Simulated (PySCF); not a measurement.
# Si₃H₈: NMR shifts at several levels of theory, part 2 of 2

PySCF 2.14.0. Atoms count from 0. The steps go on from the part before.

### 10 NMR shieldings: PBE0/6-31G

What the job is given:

```
{"job": {"kind": "nmr", "xc": "PBE0", "basis": "6-31G", "pop": true}, "charge": 0, "multiplicity": 1}
Si     1.810317     0.720154    -0.016454
Si     0.203614    -0.983951    -0.119557
Si    -1.929062    -0.033036     0.100049
H      3.198369     0.186249    -0.170148
H      1.551796     1.715142    -1.102979
H      1.702765     1.419269     1.301693
H      0.441668    -1.974888     0.977653
H      0.302160    -1.697572    -1.432720
H     -2.183020     0.880215    -1.057753
H     -1.993343     0.767825     1.361775
H     -2.996364    -1.079578     0.137401
```

With the program's defaults for keys left out, this is: GIAO PBE0/6-31G NMR shielding, non-relativistic, gas phase.

Output:

```text
coarse grid: 9832 points
cycle   1  E = -872.8053609392  dE = -2.971e-01  |g| = 7.914e-02  |ddm| = 2.640e+00
cycle   2  E = -872.8072729098  dE = -1.912e-03  |g| = 3.437e-02  |ddm| = 1.916e-01
cycle   3  E = -872.8077500262  dE = -4.771e-04  |g| = 1.086e-02  |ddm| = 7.803e-02
cycle   4  E = -872.8078022763  dE = -5.225e-05  |g| = 1.166e-03  |ddm| = 2.098e-02
cycle   5  E = -872.8078028453  dE = -5.690e-07  |g| = 2.702e-04  |ddm| = 2.452e-03
final grid: 78760 points
cycle   6  E = -872.7601252630  dE = -1.382e-06  |g| = 4.721e-04  |ddm| = 7.433e-03
cycle   7  E = -872.7601253097  dE = -4.672e-08  |g| = 2.979e-04  |ddm| = 1.403e-03
cycle   8  E = -872.7601253477  dE = -3.801e-08  |g| = 2.257e-05  |ddm| = 5.515e-04
cycle   9  E = -872.7601253480  dE = -2.544e-10  |g| = 4.558e-06  |ddm| = 6.123e-05
converged SCF energy = -872.7601253480

GIAO shielding tensors (ppm)
atom      isotropic    diamagn.    paramagn.     s11        s22        s33       span
  0 Si     524.901     881.407    -356.506    518.900    523.820    531.984     13.083
  1 Si     535.867     881.704    -345.837    527.958    537.509    542.133     14.174
  2 Si     524.831     881.407    -356.576    519.208    523.502    531.783     12.575
  3 H       29.346      29.012       0.334     25.784     26.525     35.728      9.944
  4 H       29.397      29.540      -0.143     25.722     27.460     35.009      9.287
  5 H       29.389      29.530      -0.140     25.735     27.426     35.006      9.271
  6 H       29.634      29.782      -0.148     25.914     26.903     36.085     10.172
  7 H       29.626      29.784      -0.158     25.919     26.891     36.069     10.150
  8 H       29.369      29.509      -0.140     25.761     27.342     35.003      9.243
  9 H       29.406      29.552      -0.146     25.704     27.519     34.996      9.292
 10 H       29.339      29.016       0.322     25.769     26.531     35.716      9.947
```

Wall time 3.4 s (1 thread of Arm Neoverse V1, shared host); peak memory 0.43 GiB.

In short: δ Si0 -80.1, Si1 -91.1, H3 3.24, H6 2.98 ppm (means over like atoms).

### 11 Nuclear shieldings: PBE0/6-31G*

Same as in step 10 but for these lines:

```diff
@@ -1,2 +1,2 @@
-{"job": {"kind": "nmr", "xc": "PBE0", "basis": "6-31G", "pop": true}, "charge": 0, "multiplicity": 1}
+{"job": {"kind": "nmr", "xc": "PBE0", "basis": "6-31G*", "pop": true}, "charge": 0, "multiplicity": 1}
 Si     1.810317     0.720154    -0.016454
```

Method: GIAO PBE0/6-31G* NMR shielding, non-relativistic, gas phase.

Output:

```text
coarse grid: 9832 points
cycle   1  E = -872.8812018550  dE = -3.654e-01  |g| = 8.535e-02  |ddm| = 2.581e+00
cycle   2  E = -872.8837099257  dE = -2.508e-03  |g| = 2.099e-02  |ddm| = 1.557e-01
cycle   3  E = -872.8838416622  dE = -1.317e-04  |g| = 1.346e-02  |ddm| = 5.343e-02
cycle   4  E = -872.8839173652  dE = -7.570e-05  |g| = 1.007e-03  |ddm| = 2.139e-02
cycle   5  E = -872.8839177676  dE = -4.024e-07  |g| = 2.649e-04  |ddm| = 2.054e-03
final grid: 78760 points
cycle   6  E = -872.8368455955  dE = -3.101e-06  |g| = 2.901e-04  |ddm| = 7.434e-03
cycle   7  E = -872.8368456262  dE = -3.070e-08  |g| = 1.063e-04  |ddm| = 7.782e-04
cycle   8  E = -872.8368456302  dE = -4.045e-09  |g| = 4.632e-05  |ddm| = 2.513e-04
cycle   9  E = -872.8368456311  dE = -8.968e-10  |g| = 6.828e-06  |ddm| = 8.319e-05
converged SCF energy = -872.8368456311

GIAO shielding tensors (ppm)
atom      isotropic    diamagn.    paramagn.     s11        s22        s33       span
  0 Si     487.886     881.422    -393.536    484.655    487.016    491.988      7.333
  1 Si     501.034     881.992    -380.958    493.563    498.216    511.323     17.760
  2 Si     487.834     881.424    -393.590    485.037    486.790    491.675      6.639
  3 H       28.142      28.713      -0.571     24.826     25.798     33.801      8.975
  4 H       28.225      29.688      -1.462     24.936     26.537     33.203      8.266
  5 H       28.214      29.670      -1.456     24.942     26.503     33.197      8.255
  6 H       28.396      29.668      -1.271     25.015     26.014     34.160      9.145
  7 H       28.392      29.672      -1.280     25.035     26.002     34.138      9.103
  8 H       28.196      29.634      -1.437     24.967     26.425     33.197      8.230
  9 H       28.233      29.713      -1.480     24.911     26.592     33.196      8.285
 10 H       28.136      28.724      -0.588     24.818     25.803     33.787      8.969
```

Run time: 3.8 s. Hardware: 1 thread of Arm Neoverse V1, shared host; peak memory 0.44 GiB.

This run: δ Si0 -69.8, Si1 -82.9, H3 3.77, H6 3.57 ppm (means over like atoms).

### 12 NMR shieldings: PBE0/6-311+G(2d,p)

Same as in step 11 but for these lines:

```diff
@@ -1,2 +1,2 @@
-{"job": {"kind": "nmr", "xc": "PBE0", "basis": "6-31G*", "pop": true}, "charge": 0, "multiplicity": 1}
+{"job": {"kind": "nmr", "xc": "PBE0", "basis": "6-311+G(2d,p)", "pop": true}, "charge": 0, "multiplicity": 1}
 Si     1.810317     0.720154    -0.016454
```

Level: GIAO PBE0/6-311+G(2d,p) NMR shielding, non-relativistic, gas phase.

Output:

```text
coarse grid: 9832 points
cycle   1  E = -872.9106317044  dE = -3.864e-01  |g| = 1.949e-01  |ddm| = 2.258e+00
cycle   2  E = -872.9143118041  dE = -3.680e-03  |g| = 7.766e-02  |ddm| = 1.534e-01
cycle   3  E = -872.9148458388  dE = -5.340e-04  |g| = 1.732e-02  |ddm| = 5.374e-02
cycle   4  E = -872.9149261063  dE = -8.027e-05  |g| = 5.989e-03  |ddm| = 2.173e-02
cycle   5  E = -872.9149402766  dE = -1.417e-05  |g| = 5.558e-04  |ddm| = 6.818e-03
cycle   6  E = -872.9149403527  dE = -7.610e-08  |g| = 1.250e-04  |ddm| = 6.619e-04
final grid: 78760 points
cycle   7  E = -872.9220999080  dE = -1.111e-05  |g| = 7.892e-04  |ddm| = 1.143e-02
cycle   8  E = -872.9220999855  dE = -7.751e-08  |g| = 4.680e-04  |ddm| = 1.138e-03
cycle   9  E = -872.9221000229  dE = -3.746e-08  |g| = 7.034e-05  |ddm| = 4.161e-04
cycle  10  E = -872.9221000243  dE = -1.364e-09  |g| = 2.962e-05  |ddm| = 9.551e-05
cycle  11  E = -872.9221000246  dE = -3.292e-10  |g| = 2.475e-06  |ddm| = 2.853e-05
converged SCF energy = -872.9221000246

GIAO shielding tensors (ppm)
atom      isotropic    diamagn.    paramagn.     s11        s22        s33       span
  0 Si     449.092     881.447    -432.356    443.188    447.537    456.550     13.361
  1 Si     461.458     881.989    -420.531    455.844    456.373    472.156     16.312
  2 Si     449.079     881.446    -432.367    443.794    447.107    456.337     12.544
  3 H       27.465      28.565      -1.100     24.341     25.099     32.955      8.614
  4 H       27.654      29.616      -1.963     24.554     25.920     32.488      7.934
  5 H       27.649      29.602      -1.953     24.560     25.884     32.502      7.942
  6 H       27.746      29.107      -1.360     24.693     25.381     33.164      8.471
  7 H       27.742      29.108      -1.366     24.738     25.352     33.137      8.399
  8 H       27.637      29.563      -1.926     24.596     25.797     32.516      7.920
  9 H       27.656      29.646      -1.990     24.517     25.980     32.470      7.953
 10 H       27.460      28.576      -1.116     24.333     25.106     32.941      8.608
```

It took 9.5 s on 1 thread of Arm Neoverse V1, shared host; peak memory 0.66 GiB.

Key values: δ Si0 -104.7, Si1 -117.0, H3 3.92, H6 3.77 ppm (means over like atoms).

### 13 Shielding tensors: PBE0/def2-SVP

Same as in step 12 but for these lines:

```diff
@@ -1,2 +1,2 @@
-{"job": {"kind": "nmr", "xc": "PBE0", "basis": "6-311+G(2d,p)", "pop": true}, "charge": 0, "multiplicity": 1}
+{"job": {"kind": "nmr", "xc": "PBE0", "basis": "def2-SVP", "pop": true}, "charge": 0, "multiplicity": 1}
 Si     1.810317     0.720154    -0.016454
```

With the program's defaults for keys left out, this is: GIAO PBE0/def2-SVP NMR shielding, non-relativistic, gas phase.

Output:

```text
coarse grid: 9832 points
cycle   1  E = -872.5071705396  dE = -3.746e-01  |g| = 1.081e-01  |ddm| = 2.780e+00
cycle   2  E = -872.5101666074  dE = -2.996e-03  |g| = 4.327e-02  |ddm| = 1.870e-01
cycle   3  E = -872.5107917202  dE = -6.251e-04  |g| = 1.828e-02  |ddm| = 8.799e-02
cycle   4  E = -872.5109290948  dE = -1.374e-04  |g| = 1.613e-03  |ddm| = 2.676e-02
cycle   5  E = -872.5109300414  dE = -9.466e-07  |g| = 4.698e-04  |ddm| = 3.424e-03
final grid: 78760 points
cycle   6  E = -872.6178788393  dE = -3.669e-06  |g| = 5.203e-04  |ddm| = 1.305e-02
cycle   7  E = -872.6178789057  dE = -6.644e-08  |g| = 3.075e-04  |ddm| = 1.704e-03
cycle   8  E = -872.6178789417  dE = -3.597e-08  |g| = 3.796e-05  |ddm| = 5.205e-04
cycle   9  E = -872.6178789422  dE = -5.166e-10  |g| = 1.506e-05  |ddm| = 9.024e-05
converged SCF energy = -872.6178789422

GIAO shielding tensors (ppm)
atom      isotropic    diamagn.    paramagn.     s11        s22        s33       span
  0 Si     505.990     879.872    -373.881    498.626    500.756    518.590     19.964
  1 Si     521.444     881.385    -359.940    515.584    523.593    525.156      9.572
  2 Si     505.959     879.876    -373.917    498.969    500.446    518.462     19.493
  3 H       27.572      28.432      -0.859     24.283     25.149     33.286      9.003
  4 H       27.808      29.405      -1.598     24.615     26.034     32.774      8.158
  5 H       27.800      29.385      -1.585     24.617     26.002     32.782      8.165
  6 H       27.921      29.571      -1.650     24.653     25.542     33.568      8.915
  7 H       27.918      29.577      -1.659     24.690     25.520     33.542      8.852
  8 H       27.785      29.348      -1.563     24.647     25.917     32.791      8.145
  9 H       27.813      29.434      -1.621     24.583     26.096     32.759      8.176
 10 H       27.568      28.445      -0.878     24.275     25.156     33.271      8.996
```

Run time: 4.4 s. Hardware: 1 thread of Arm Neoverse V1, shared host; peak memory 0.45 GiB.

In short: δ Si0 -98.8, Si1 -114.3, H3 3.62, H6 3.42 ppm (means over like atoms).

### 14 Nuclear shieldings: PBE0/def2-TZVP

Same as in step 13 but for these lines:

```diff
@@ -1,2 +1,2 @@
-{"job": {"kind": "nmr", "xc": "PBE0", "basis": "def2-SVP", "pop": true}, "charge": 0, "multiplicity": 1}
+{"job": {"kind": "nmr", "xc": "PBE0", "basis": "def2-TZVP", "pop": true}, "charge": 0, "multiplicity": 1}
 Si     1.810317     0.720154    -0.016454
```

Method: GIAO PBE0/def2-TZVP NMR shielding, non-relativistic, gas phase.

Output:

```text
coarse grid: 9832 points
cycle   1  E = -872.9193423801  dE = -3.756e-01  |g| = 1.530e-01  |ddm| = 2.247e+00
cycle   2  E = -872.9229639627  dE = -3.622e-03  |g| = 6.267e-02  |ddm| = 1.420e-01
cycle   3  E = -872.9233799702  dE = -4.160e-04  |g| = 1.494e-02  |ddm| = 4.527e-02
cycle   4  E = -872.9234410463  dE = -6.108e-05  |g| = 5.709e-03  |ddm| = 1.932e-02
cycle   5  E = -872.9234541969  dE = -1.315e-05  |g| = 4.720e-04  |ddm| = 6.193e-03
cycle   6  E = -872.9234542576  dE = -6.072e-08  |g| = 1.017e-04  |ddm| = 5.505e-04
final grid: 78760 points
cycle   7  E = -872.9219662760  dE = -8.226e-06  |g| = 8.930e-04  |ddm| = 9.249e-03
cycle   8  E = -872.9219663538  dE = -7.782e-08  |g| = 5.589e-04  |ddm| = 1.103e-03
cycle   9  E = -872.9219664009  dE = -4.701e-08  |g| = 6.103e-05  |ddm| = 4.622e-04
cycle  10  E = -872.9219664020  dE = -1.130e-09  |g| = 3.533e-05  |ddm| = 9.366e-05
cycle  11  E = -872.9219664025  dE = -4.848e-10  |g| = 3.504e-06  |ddm| = 3.269e-05
converged SCF energy = -872.9219664025

GIAO shielding tensors (ppm)
atom      isotropic    diamagn.    paramagn.     s11        s22        s33       span
  0 Si     439.022     880.275    -441.253    433.024    437.692    446.351     13.327
  1 Si     452.878     879.752    -426.874    446.880    447.048    464.705     17.826
  2 Si     439.003     880.276    -441.274    433.600    437.276    446.131     12.531
  3 H       27.423      28.477      -1.054     24.378     25.038     32.854      8.476
  4 H       27.633      29.347      -1.714     24.604     25.903     32.391      7.787
  5 H       27.630      29.328      -1.698     24.611     25.870     32.408      7.797
  6 H       27.730      29.059      -1.329     24.730     25.370     33.091      8.360
  7 H       27.728      29.063      -1.335     24.779     25.344     33.062      8.283
  8 H       27.618      29.294      -1.676     24.648     25.785     32.421      7.773
  9 H       27.634      29.371      -1.737     24.567     25.961     32.375      7.809
 10 H       27.418      28.486      -1.068     24.370     25.044     32.840      8.470
```

Run time: 10 s. Hardware: 1 thread of Arm Neoverse V1, shared host; peak memory 0.74 GiB.

In short: δ Si0 -107.5, Si1 -121.3, H3 3.92, H6 3.75 ppm (means over like atoms).

### 15 Comparing the runs: NMR shifts

Shifts (ppm), means over like atoms, with basis size and wall time:

```tsv
run	H3	H6	Si0	Si1	functions	time
WP04/pcSseg-2	3.20	3.03	-89.4	-97.1	241	19 s
B97-2/pcSseg-2	3.62	3.45	-103.5	-116.8	241	19 s
BHandHLYP/pcSseg-2	3.54	3.34	-101.6	-112.4	241	18 s
CAM-B3LYP/pcSseg-2	3.60	3.42	-108.4	-119.1	241	26 s
wB97X-D/pcSseg-2	3.64	3.46	-107.0	-121.1	241	25 s
LC-wPBE/pcSseg-2	3.57	3.38	-107.1	-123.6	241	33 s
PBE0/STO-3G	1.48	1.34	-81.5	-82.7	35	1.9 s
PBE0/6-31G	3.24	2.98	-80.1	-91.1	55	3.4 s
PBE0/6-31G*	3.77	3.57	-69.8	-82.9	70	3.8 s
PBE0/6-311+G(2d,p)	3.92	3.77	-104.7	-117.0	153	9.5 s
PBE0/def2-SVP	3.62	3.42	-98.8	-114.3	94	4.4 s
PBE0/def2-TZVP	3.92	3.75	-107.5	-121.3	159	10 s
measured	–	–	-98.0	-115.7	–	–
```

Measured: C. Corminboeuf, T. Heine, J. Weber, Chem. Phys. Lett. 357 (2002) 1.

### 16 Results

What follows sums up all 2 parts.

| quantity | value |
| --- | --- |
| rotational constants (main isotopes) | 8.82, 2.04, 1.76 GHz |
| 1H shifts against TMS (WP04/pcSseg-2, means over atoms taken as alike) | 3.20, 3.03 ppm |
| 29Si shifts against TMS (WP04/pcSseg-2, means over atoms taken as alike) | -89.4, -97.1 ppm |
| measured, and computed on the same scale | Si0 δ -98.0, -89.4; Si1 δ -115.7, -97.1 ppm |
| range of the shift of Si1 | -123.6 to -82.7 ppm |
| property runs in this session | 12, of which 0 failed and 1 gave unsound results |

What this shows: Single values in the summary come from the first run of each kind that ended normally (WP04/pcSseg-2), which need not be the best level. The start was shaken at random, so part of the energy gained undoes that. Over 8 steps the energy fell by 0.281 eV; of the close pairs, Si2–H8 changed most, 1.400 to 1.496 Å. At WP04/pcSseg-2: The largest span, 19 ppm, is at Si0, Si2, where the paramagnetic term is -465 ppm. Against the measured 29Si shifts the unscaled results are off by 13.6 ppm on average (signed mean +13.6, 2 signals). Vibration, temperature and solvent are missing from the calculation, and it holds one conformer, so part of the miss against the measured shifts is not the functional's. In ppm, Si1 moves most: its shift spreads over 40.8 ppm, from -123.6 (LC-wPBE/pcSseg-2) to -82.7 (PBE0/STO-3G). A minimal basis is unusable for shieldings, so that end is no result. For the 2 measured 29Si shifts, PBE0/def2-SVP misses least (1.1 ppm, 4.4 s) and PBE0/6-31G* most (30.5 ppm, 3.8 s); the quickest, PBE0/STO-3G, misses by 24.7 ppm in 1.9 s. One molecule ranks no method: errors cancel, and vibration and temperature are missing from all runs.
